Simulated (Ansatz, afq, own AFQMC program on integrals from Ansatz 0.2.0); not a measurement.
# AFQMC, coupled cluster and functionals along a coordinate of GeH2O, singlet

```xyz
4

Ge    0.0000   -0.0451    0.3362
O     0.0000    0.1518   -1.4436
H     0.0000    1.5359    0.5766
H     0.0000   -0.6985   -1.8920
```

The angle O2–Ge1–H3 is changed with bond lengths fixed. Energies in kcal/mol count from this geometry (92.335 °) at the same level; the start stands on RHF, each point on the determinant named.

Basis cc-pVDZ. Noble-gas cores (and the filled d shells of Ga–Kr and In–Xe) are frozen. Ansatz 0.2.0 and our own AFQMC program on the same integrals; the CISD trial comes from CCSD amplitudes, and released means the phaseless constraint is let go. Error bars are statistical, one sigma. No spin–orbit coupling.

Cautions, each for one point or more: higher spins were not checked; inner d shell frozen; no relativity below Rb; no spin-orbit coupling; raised T1 diagnostic; restricted determinant unstable towards unrestricted.

```tsv
angle O2–Ge1–H3 / °	det.	T1	weight	B3LYP	r2SCAN	CCSD(T)
70.200	RHF	0.023	0.87	12.1	11.7	12.6
85.500	RHF	0.022	0.88	1.1	1.0	1.2
103.300	RHF	0.021	0.88	2.1	2.3	2.0
122.700	RHF	0.021	0.88	15.4	16.1	15.4
139.100	RHF	0.021	0.87	34.6	35.4§	34.8
161.400	RHF	0.023	0.85	68.1§	66.5§	70.8
```

(1) Estimate the curve of phaseless AFQMC with a CISD trial, counted from the same start.

Answers

(1) 
```tsv
angle O2–Ge1–H3 / °	det.	T1	weight	ph-AFQMC/CISD	released AFQMC
70.200	RHF	0.023	0.87	12.2 ± 0.6	11.9 ± 0.9*
85.500	RHF	0.022	0.88	0.4 ± 0.6	1.7 ± 0.8
103.300	RHF	0.021	0.88	1.6 ± 0.5	1.3 ± 0.8*
122.700	RHF	0.021	0.88	14.7 ± 0.5	15.5 ± 0.8
139.100	RHF	0.021	0.87	33.6 ± 0.6	35.0 ± 0.9
161.400	RHF	0.023	0.85	70.0 ± 0.7	70.6 ± 1.2*
```

Weight is that of the determinant in the CISD state; at the start T1 is 0.021 and the weight 0.88. An asterisk marks released energies that aren't shown to be converged. § marks a functional whose ⟨S²⟩ is too high by over 0.1. Largest departures from phaseless AFQMC with a CISD trial: CCSD(T) 1.3 kcal/mol at 139.100 (on RHF) (within the noise), released AFQMC 1.4 kcal/mol at 139.100 (on RHF) (within the noise), B3LYP 1.1 kcal/mol at 139.100 (within the noise), r2SCAN 1.4 kcal/mol at 122.700. The walk's constraint bias lies outside its error bars, so these are departures and not errors. Functionals count only at points shown to share the start's state and spin. In this small basis the wave-function levels are far from their limit, so their gap to the functionals isn't the functionals' error.

A walk keeps the symmetry of its determinant, which the program's search chose and which needn't be the lowest solution, so a lower state of the same spin and another symmetry isn't excluded.
